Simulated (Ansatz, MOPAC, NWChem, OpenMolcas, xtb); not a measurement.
## How methods differ on BH2F (SMILES BF)

BH2F, singlet, SMILES `BF`. Each level relaxes the structure for itself.

Quantity: the zero-point energy at each level's own minimum, in kJ/mol. The values are calculated.

```
                          level            kind     program  value (kJ/mol)
                            PM6  semi-empirical       MOPAC            60.1
                        PM6-DH+  semi-empirical       MOPAC            60.1
                            PM7  semi-empirical       MOPAC            54.7
                       GFN1-xTB  semi-empirical         xtb            56.3
                       HF/3-21G    Hartree–Fock  OpenMolcas            64.4
HF/6-31G* (Cartesian functions)    Hartree–Fock  OpenMolcas            63.2
                     HF/cc-pVTZ    Hartree–Fock  OpenMolcas            62.0
                   PBE/def2-SVP             GGA      NWChem            57.7
                  PBE0/def2-SVP   global hybrid      NWChem            59.5
              PBE0-D4/def2-TZVP   global hybrid      Ansatz            59.2
```

Harmonic and unscaled. The values span 54.7 to 64.4 kJ/mol.
